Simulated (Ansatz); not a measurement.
For hexagonal-diamond C (model structure), LDA (plane waves, PAW; Ansatz, a program for electronic structure) gives:

* **lattice constant a**: 2.483 Å
* **lattice parameter c**: 4.136 Å

Problem. What does r²SCAN+rVV10 (plane waves, PAW; Ansatz) give for the same quantities?

Solution. 
- lattice constant a: 2.501 Å (goes up by 0.7 %)
- lattice parameter c: 4.166 Å (goes up by 0.7 %)

Changes are worked out from the printed values.

Unless a cell is named, each level is at its own relaxed cell (LDA 5.52, r²SCAN+rVV10 5.64 Å³/atom).

Ansatz's density-functional and Hartree–Fock values are scalar-relativistic unless marked +SOC, with PAW data made under PBE.

A model structure was made by putting elements into a prototype or built by hand; here it ended with the formula and space group of a phase in our tables.
